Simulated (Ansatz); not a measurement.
# C₃H₈O: one species, many methods

Aim: compute C₃H₈O with functionals from several rungs and with coupled cluster. The yardstick is the atomisation energy at the CCSD(T) limit.

Method: functionals in def2-TZVPP, the program's frozen cores in correlated methods; program: Ansatz 0.2.0, Gaussian basis.

The runs, in order: PBE-D4, r2SCAN-D4, PBE0-D4, B3LYP-D4, ωB97X-V, ωB97M-V, B2PLYP; CCSD(T)/def2-TZVPP; MP2/def2-QZVPP; extrapolation to the limit.

## Step 1: The geometry

An earlier PBE0-D4 in a triple-zeta def2 set relaxation fixed the geometry.

SMILES `CCCO`, 12 atoms, charge 0, spin multiplicity 1.

Atoms are counted from 1 here; the program's logs count them from 0.

Bond lengths: C1–C2 1.518 Å, C1–H5 1.092 Å, C1–H6 1.092 Å, C1–H7 1.094 Å, C2–C3 1.517 Å, C2–H8 1.098 Å, C2–H9 1.096 Å, C3–O4 1.414 Å, C3–H10 1.094 Å, C3–H11 1.099 Å, O4–H12 0.961 Å. Angles: C2–C1–H5 110.9°, C2–C1–H6 111.5°, C2–C1–H7 110.9°, H5–C1–H6 108.2°, H5–C1–H7 107.5°, H6–C1–H7 107.8°, C1–C2–C3 113.2°, C1–C2–H8 110.1°, C1–C2–H9 110.3°, C3–C2–H8 108.8°, C3–C2–H9 108.2°, H8–C2–H9 105.9°, C2–C3–O4 113.3°, C2–C3–H10 109.9°, C2–C3–H11 110.0°, O4–C3–H10 105.4°, O4–C3–H11 110.7°, H10–C3–H11 107.2° and more.

## Step 2: PBE-D4 (GGA)

Input file in.yaml:

```yaml
crystal:
  periodic: [false, false, false]
  atoms:
    - {symbol: C, position_ang: [-1.029731, 0.785687, 0.588785]}
    - {symbol: C, position_ang: [-0.257421, -0.508698, 0.404695]}
    - {symbol: C, position_ang: [1.064991, -0.318096, -0.314545]}
    - {symbol: O, position_ang: [0.920586, 0.210137, -1.617980]}
    - {symbol: H, position_ang: [-1.212207, 1.269732, -0.372398]}
    - {symbol: H, position_ang: [-1.993900, 0.610457, 1.070780]}
    - {symbol: H, position_ang: [-0.468313, 1.489164, 1.210059]}
    - {symbol: H, position_ang: [-0.864199, -1.232807, -0.154676]}
    - {symbol: H, position_ang: [-0.055243, -0.973120, 1.376580]}
    - {symbol: H, position_ang: [1.682918, 0.404928, 0.225878]}
    - {symbol: H, position_ang: [1.619125, -1.266712, -0.338216]}
    - {symbol: H, position_ang: [0.411594, -0.415772, -2.139760]}
basis:
  gaussian: {orbitals: def2-TZVPP}
hamiltonian: {xc: pbe, dispersion: d4}
output: {forces: true, orbitals: {seedname: orbitals}}
```

After this run come: r2SCAN-D4 (meta-GGA); PBE0-D4 (hybrid); B3LYP-D4 (hybrid); ωB97X-V (range-separated); ωB97M-V (range-separated); B2PLYP (double hybrid); CCSD(T) in def2-TZVPP; MP2 in def2-QZVPP.

Before running them: what should the planned runs give, taken together? Wanted: atomisation energy, CCSD(T)/CBS; farthest; mean size of error, hybrid; mean size of error, range-separated; gap, smallest and largest; T1 diagnostic; triples share of the correlation energy.

As calculated:

| quantity | value |
| --- | --- |
| atomisation energy, CCSD(T)/CBS | 47.926 eV |
| functionals within 0.240 eV (0.5 %) | r2SCAN-D4, PBE0-D4, B3LYP-D4, ωB97X-V, ωB97M-V |
| farthest | PBE-D4 (+0.801 eV) |
| mean size of error, hybrid | 0.072 eV |
| mean size of error, range-separated | 0.042 eV |
| gap, smallest and largest | 6.31 eV (PBE-D4), 13.19 eV (ωB97X-V) |
| T1 diagnostic | 0.0092 |
| triples share of the correlation energy | 3.5 % |

In words: PBE-D4 is off by +0.801 eV. Double hybrids carry the basis error of their MP2 part in triple zeta, and no dispersion term here, so their miss is partly the set-up's. The reference freezes the cores and leaves out relativity and excitations past (T), so misses under about 0.240 eV can't be ranked. Hartree-Fock recovers 74 % of the binding; the rest is correlation. The gap grows from 6.3 to 13.2 eV across the functionals, mostly with the share of exact exchange.
